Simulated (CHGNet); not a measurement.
## hcp Ti

Level of theory: the machine-learned potential CHGNet-r²SCAN (trained on r²SCAN data).

Cell (relaxed at this level):

```cif
data_Ti2
_chemical_formula_sum 'Ti2'
_space_group_name_H-M_alt 'P63/mmc'
_space_group_IT_number 194
_space_group_name_Hall '-P 6c 2c'
_cell_length_a 2.90967
_cell_length_b 2.90967
_cell_length_c 4.74118
_cell_angle_alpha 90.000
_cell_angle_beta 90.000
_cell_angle_gamma 120.000
loop_
_atom_site_label
_atom_site_type_symbol
_atom_site_symmetry_multiplicity
_atom_site_Wyckoff_symbol
_atom_site_fract_x
_atom_site_fract_y
_atom_site_fract_z
_atom_site_occupancy
Ti1 Ti 2 c 0.33333 0.66667 0.25000 1
```

| Property | Value |
|---|---|
| vacancy formation energy | 0.18 eV |

Measured, for comparison: vacancy formation energy 1.27 ± 0.05 eV (no zero-point or thermal correction, monovacancy; as tabulated in Hashimoto et al. (1984), doi:10.1088/0305-4608/14/10/004). Computed (rounded) less measured: vacancy formation energy -1.09 eV.

A machine-learned potential is trained on density-functional data: it inherits that level's misses and adds fitting errors of its own.
